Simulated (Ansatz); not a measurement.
# NH3O (triplet): from Hartree-Fock to the top rungs at distance N1–H4 along a hydrogen transfer = 0.942 Å, cc-pVDZ

Aim: climb from Hartree-Fock through coupled cluster and multireference methods for NH3O (triplet) at one geometry and basis, and see what each rung misses.

Method: cc-pVDZ, core rule «outside noble gas», up to 2 orbitals frozen; program: Ansatz 0.2.0, Gaussian basis.

The runs, in order: UHF; CCSD(T) on ROHF; CCSD(T) on UHF; BCCD(T) on ROHF; CISD; CCSDT(Q) on ROHF; CCSDT(Q) on UHF; CASSCF and MRCISD+Q, 4 electrons in 4 orbitals; CASSCF and NEVPT2, 4 electrons in 4 orbitals; CASSCF and NEVPT2, 14 electrons in 11 orbitals.

2 further runs of the same task are left out: 2 that didn't finish.

## Step 1: What is computed

The geometry derives from fragments relaxed apart (PBE0/def2-TZVP) and kept rigid, so it is no stationary point. A hydrogen atom is moved between rigid fragments.

5 atoms, charge 0, spin multiplicity 3.

Atoms are counted from 1 here; the program's logs count them from 0.

Bond lengths: N1–H2 1.012 Å, N1–H3 1.012 Å, N1–H4 0.942 Å. Angles: H2–N1–H3 107.1°, H2–N1–H4 107.1°, H3–N1–H4 107.1°.

## Step 2: UHF

in.yaml

```yaml
crystal:
  periodic: [false, false, false]
  atoms:
    - {symbol: N, position_ang: [-1.252097, -0.017258, -0.026862]}
    - {symbol: H, position_ang: [-1.549377, 0.950575, -0.026861]}
    - {symbol: H, position_ang: [-1.549376, -0.419557, 0.853398]}
    - {symbol: H, position_ang: [-0.310097, -0.017258, -0.026862]}
    - {symbol: O, position_ang: [1.310903, -0.017257, -0.026862]}
basis:
  gaussian: {orbitals: cc-pVDZ}
magnetization: {spin_polarized: true, initial_magnetization: 2}
hamiltonian: {xc: hf}
output: {orbitals: {seedname: orbitals}}
```

Run with:

```bash
$ ansatz run in.yaml --threads 1 --pin off --events-out ev --progress --plain --max-ram 2393MiB
```

Further steps of the session: CCSD(T) on ROHF; CCSD(T) on UHF; BCCD(T) on ROHF; CISD; CCSDT(Q) on ROHF; CCSDT(Q) on UHF; CASSCF and MRCISD+Q, 4 electrons in 4 orbitals; CASSCF and NEVPT2, 4 electrons in 4 orbitals; CASSCF and NEVPT2, 14 electrons in 11 orbitals.

Q: Predict the results of all the runs planned. Wanted: UCCSDT(Q) below the RHF energy; RMP2 from UCCSDT(Q); UMP2 from UCCSDT(Q); RCCSD from UCCSDT(Q); RCCSD(T) from UCCSDT(Q); UCCSD(T) from UCCSDT(Q); RCCSDT(Q) from UCCSDT(Q); NEVPT2 pair from UCCSDT(Q); MRCISD+Q pair from UCCSDT(Q).

The runs gave:

| quantity | value |
| --- | --- |
| UCCSDT(Q) below the RHF energy | -9.0840 eV |
| RMP2 from UCCSDT(Q) | +98.3 kJ/mol |
| UMP2 from UCCSDT(Q) | +97.8 kJ/mol |
| RCCSD from UCCSDT(Q) | +15.6 kJ/mol |
| RCCSD(T) from UCCSDT(Q) | +2.4 kJ/mol |
| UCCSD(T) from UCCSDT(Q) | +2.2 kJ/mol |
| RCCSDT(Q) from UCCSDT(Q) | +0.2 kJ/mol |
| NEVPT2 pair from UCCSDT(Q) | +99.1 kJ/mol |
| MRCISD+Q pair from UCCSDT(Q) | +5.8 kJ/mol |
| NEVPT2 valence from UCCSDT(Q) | +137.8 kJ/mol |
| levels within 1 kcal/mol (43 meV) | RCCSD(T), UCCSD(T), BCCD(T), RCCSDT, UCCSDT, RCCSDT(Q) |
| T1 diagnostic | 0.015 |
| effectively unpaired electrons | 2.01 |

In words: RCCSD(T) misses by +2.4 kJ/mol, 0.3 % of the correlation energy. One determinant dominates. Of the multireference levels listed MRCISD+Q pair comes nearest in total energy (+5.8 kJ/mol), which doesn't show that its space is the better one. These misses are within one basis, not against nature; the frozen cores of restricted and unrestricted runs differ, which can shift their rows.
